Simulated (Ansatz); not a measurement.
O₂, triplet in 6-31G: errors against full CI

Geometry: a point of a stretch scan, not a stationary point.

```xyz
2

O     0.0000    0.0000    0.0000
O     0.0000    0.0000    1.0980
```

Basis 6-31G; Ansatz 0.2.0. Only valence electrons are correlated (noble-gas cores frozen), which leaves 12 electrons in 16 orbitals. R marks a restricted (for open shells ROHF) determinant, U an unrestricted one. Active spaces: pair = (4e, 4o) about the gap; valence = (12e, 8o) chosen from the atoms' valence shells.

Full CI is exact within this basis and frozen core; it isn't the basis-set limit. The frozen core follows each run's orbitals, which can shift R against U totals by a few meV.

For open shells CISD and CISDTQ are restricted-active-space CI with the open shells as a complete middle space.

* UHF ⟨S²⟩: 2.028
* T1 diagnostic (RCCSD): 0.0144
* largest doubles amplitude (RCCSD): 0.096
* T1 diagnostic (UCCSD): 0.0113

```tsv
level	E − E(full CI) (mEh)	share of correlation (%)	wall time
RHF	232.19	0.00	–
UHF	217.12	6.49	–
RMP2	-0.84	100.36	–
UMP2	7.93	96.59	–
CISD	18.24	92.14	1.1 s
RCCSD	5.98	97.42	–
UCCSD	5.16	97.78	–
RCCSD(T)	1.44	99.38	1.4 s
UCCSD(T)	1.30	99.44	0.31 s
BCCD(T)	1.40	99.40	0.39 s
RCCSDT	1.30	99.44	–
UCCSDT	1.20	99.48	–
CISDTQ	0.61	99.74	16 s
RCCSDT(Q)	-0.03	100.01	4.1 s
UCCSDT(Q)	-0.02	100.01	3.4 s
RCCSDTQ	0.09	99.96	48 s
UCCSDTQ	0.04	99.98	48 s
CASSCF (pair space)	211.01	9.12	–
NEVPT2 (pair space)	0.93	99.60	0.15 s
MRCISD (pair space)	17.02	92.67	–
MRCISD+Q (pair space)	4.83	97.92	0.54 s
CASSCF (valence space)	142.51	38.62	–
NEVPT2 (valence space)	28.32	87.80	0.21 s
NEVPT4(SD) (valence space)	4.61	98.02	0.81 s
MRCISD (valence space)	7.96	96.57	–
MRCISD+Q (valence space)	2.38	98.98	0.87 s
```

The correlation energy at full CI, counted from RHF, is -6.318 eV. That run took 3.3 min on 1 thread of Arm Neoverse V1, shared host over 8,014,464 determinants.

Times hold each run's SCF and search for its determinant on a shared host, so for small cases they say little of a method's own cost; they ran on 1 thread of Arm Neoverse V1.

Not variational, and here over 5 meV under the exact energy: RMP2.

The full-CI state has the irrep B1g of D2h, in the program's axes (one component, if the state is degenerate).

Natural occupations of full CI about the gap: 1.965 1.962 1.962 1.015 1.015 0.035 0.014 0.014 0.012 0.009; effectively unpaired electrons, Σ n²(2−n)², 2.02.
